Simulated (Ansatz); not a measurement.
**C8H18: small, medium and large basis sets**

An exercise on one series of results from a longer session: the logs are not shown, and one member is left open.

Program: Ansatz 0.2.0, Gaussian basis. Level of theory: one geometry, several basis sets. These are calculated values, not measurements.

The runs, in order: PBE0-D4/def2-SVP; ωB97M-V/def2-SVP; PBE0-D4/def2-QZVPP; ωB97M-V/def2-QZVPP; the functionals' def2-TZVPP values are taken from earlier runs.

## The geometry

All runs share one geometry, relaxed beforehand with PBE0-D4 in a triple-zeta def2 set.

26 atoms, charge 0, spin multiplicity 1.

Atoms are counted from 1 here; the program's logs count them from 0.

Bond lengths: C1–C2 1.519 Å, C1–H9 1.094 Å, C1–H10 1.094 Å, C1–H11 1.092 Å, C2–C3 1.521 Å, C2–H12 1.096 Å, C2–H13 1.096 Å, C3–C4 1.520 Å, C3–H14 1.096 Å, C3–H15 1.096 Å, C4–C5 1.535 Å, C4–H16 1.098 Å, C4–H17 1.098 Å, C5–C6 1.527 Å, C5–C7 1.527 Å, C5–C8 1.527 Å, C6–H18 1.094 Å, C6–H19 1.094 Å and more. Angles: C2–C1–H9 111.1°, C2–C1–H10 111.1°, C2–C1–H11 111.7°, H9–C1–H10 107.4°, H9–C1–H11 107.7°, H10–C1–H11 107.7°, C1–C2–C3 113.0°, C1–C2–H12 109.7°, C1–C2–H13 109.7°, C3–C2–H12 109.2°, C3–C2–H13 109.2°, H12–C2–H13 105.9°, C2–C3–C4 112.5°, C2–C3–H14 108.8°, C2–C3–H15 108.8°, C4–C3–H14 110.2°, C4–C3–H15 110.2°, H14–C3–H15 106.2° and more.

The first run:

File in.yaml:

```yaml
crystal:
  periodic: [false, false, false]
  atoms:
    - {symbol: C, position_ang: [-0.834399, -3.437224, -0.959417]}
    - {symbol: C, position_ang: [-0.127291, -2.133291, -1.284700]}
    - {symbol: C, position_ang: [-0.310265, -1.072994, -0.210067]}
    - {symbol: C, position_ang: [0.402020, 0.226347, -0.548141]}
    - {symbol: C, position_ang: [0.284327, 1.371278, 0.468200]}
    - {symbol: C, position_ang: [-1.173466, 1.785687, 0.651629]}
    - {symbol: C, position_ang: [1.071676, 2.562107, -0.072569]}
    - {symbol: C, position_ang: [0.872002, 0.962107, 1.816442]}
    - {symbol: H, position_ang: [-1.911161, -3.283240, -0.844496]}
    - {symbol: H, position_ang: [-0.462605, -3.863925, -0.023448]}
    - {symbol: H, position_ang: [-0.687864, -4.182271, -1.744883]}
    - {symbol: H, position_ang: [-0.494507, -1.743390, -2.241279]}
    - {symbol: H, position_ang: [0.943528, -2.320181, -1.427297]}
    - {symbol: H, position_ang: [0.058234, -1.468740, 0.743042]}
    - {symbol: H, position_ang: [-1.382055, -0.891382, -0.071738]}
    - {symbol: H, position_ang: [0.029788, 0.589676, -1.514811]}
    - {symbol: H, position_ang: [1.468255, 0.013244, -0.698954]}
    - {symbol: H, position_ang: [-1.246621, 2.651488, 1.315811]}
    - {symbol: H, position_ang: [-1.627049, 2.059826, -0.305500]}
    - {symbol: H, position_ang: [-1.770950, 0.983563, 1.090601]}
    - {symbol: H, position_ang: [1.020844, 3.411122, 0.614962]}
    - {symbol: H, position_ang: [2.125853, 2.305380, -0.211799]}
    - {symbol: H, position_ang: [0.676141, 2.888341, -1.038859]}
    - {symbol: H, position_ang: [0.306132, 0.148259, 2.275282]}
    - {symbol: H, position_ang: [1.909892, 0.633187, 1.708772]}
    - {symbol: H, position_ang: [0.859561, 1.804997, 2.513208]}
basis:
  gaussian: {orbitals: def2-SVP}
hamiltonian: {xc: pbe0, dispersion: d4}
output: {orbitals: {seedname: orbitals}}
```

Steps of the session up to this table: PBE0-D4 in def2-SVP; ωB97M-V in def2-SVP; PBE0-D4 in def2-QZVPP; ωB97M-V in def2-QZVPP.

One of the session's tables, all rows but one given; the rest of the session is left out.

It belongs to the step «Density functionals: the series». 

| functional | basis | HOMO (eV) | LUMO (eV) |
| --- | --- | --- | --- |
| PBE0-D4 | def2-SVP | -8.50 | 1.64 |
| PBE0-D4 | def2-TZVPP | -8.49 | 1.04 |
| PBE0-D4 | def2-QZVPP | -8.49 | 0.59 |
| ωB97M-V | def2-SVP | -10.76 | 3.25 |
| ωB97M-V | def2-TZVPP | ? | ? |
| ωB97M-V | def2-QZVPP | -10.76 | 1.66 |

**Question.** Estimate the row for ωB97M-V, def2-TZVPP.

**Answer.** HOMO (eV): -10.76; LUMO (eV): 2.44.
